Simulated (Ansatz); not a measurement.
**InSb: pressure series**

Start from InSb in the zinc blende structure (space group F-43m, No. 216; a = 6.557 Å).

Cell and atoms are relaxed at each pressure.

All numbers come from r2SCAN (Ansatz, a first-principles code, PAW, without spin-orbit coupling), earlier PAW set.

```
pressure (GPa)  volume per atom (Å³/atom)
--------------  -------------------------
-2                                 37.150
-1                                      ?
0                                  35.244
0.7                                34.707
1.5                                34.149
3                                  33.200
5                                  32.135
7.5                                31.027
10                                 30.093
```

Question: Fit the third-order Birch–Murnaghan form P(V) = (3B₀/2)[(V₀/V)^(7/3) − (V₀/V)^(5/3)]·[1 + (3/4)(B₀′ − 4)((V₀/V)^(2/3) − 1)] (squares taken in P) to the rows shown and predict the withheld row.

Answer: Least squares on the printed values gives V₀ = 35.254 Å³/atom, B₀ = 43.3 GPa, B₀′ = 4.7; this predicts 36.127 Å³/atom, and the run gives 36.117 Å³/atom, 0.010 lower.

Measured bulk modulus of InSb: 46.1 GPa (static lattice; corrected from measurement; as listed in Daniel Mejia-Rodriguez, S. B. Trickey, Phys. Rev. B (2018)); the computed value is 6 % below it.

Load acts through the strain it causes; cell and atoms are relaxed under it. Stability against distortions was not tested. Tetrahedral semiconductors of this kind turn to denser phases somewhere between about 1 and 50 GPa; those were not computed, so compressed cells here can lie past the real transition. The final runs are not spin-polarised.
